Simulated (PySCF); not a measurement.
Structure problem from calculated spectra and properties.

Formula: H3O; charge +1.

- UV, first state: lowest singlet excitation: 11.46 eV (108 nm, f = 0.041) [TDDFT CAM-B3LYP/def2-SVPD]
- XPS: O1s 552.2 eV [ΔSCF SCAN, pcX-2 on the ionised atom, pcseg-1 elsewhere, spin-free X2C]
- Rotational structure: rotational constants A, B, C: 326.916, 326.866, 188.497 GHz [GFN2-xTB]
- NMR, other nuclei: isotropic shieldings of nuclei other than C and H, by class: 298 (1 O) ppm [GIAO PBE0/pcSseg-1]
- Couplings: largest of the computed one-bond spin–spin couplings (means over like bonds): 17O–1H -120.4 (×3) Hz [B3LYP/pcJ-1]
- 1H NMR: chemical shifts (computed TMS as zero) by class: 7.94 (3 H) ppm [GIAO PBE0/pcSseg-1]
- Polarisability: 6.5 au [CAM-B3LYP/def2-SVPD]

Electronic properties: PySCF, gas phase, density fitting. Levels stand in brackets. Isolated species at its GFN2-xTB geometry, gas phase. NMR values are class means; diastereotopic atoms form classes of their own.

Problem. Give a SMILES that accounts for the data.

Solution. All hydrogens form one class (7.94 ppm): O–H hydrogen. The other shieldings belong to: 298 ppm, oxonium oxygen. The couplings run between: -120.4 Hz, oxonium oxygen and its hydrogen (with 2 like pairs). The core levels belong to: O1s 552.2 eV, oxonium oxygen. S1 is mainly HOMO→LUMO (weight 0.99); the largest Löwdin shares of the orbital it empties are 0.86 on the oxonium oxygen and 0.05 on each of 3 atoms of one kind (O–H hydrogen), of the orbital it fills 0.46 on the oxonium oxygen and 0.18 on each of 3 atoms of one kind (O–H hydrogen). The optimised geometry has point group C3v and is an oblate symmetric top (the spread among constants that symmetry makes equal is optimisation noise). Structure: oxonium, `[OH3+]`.
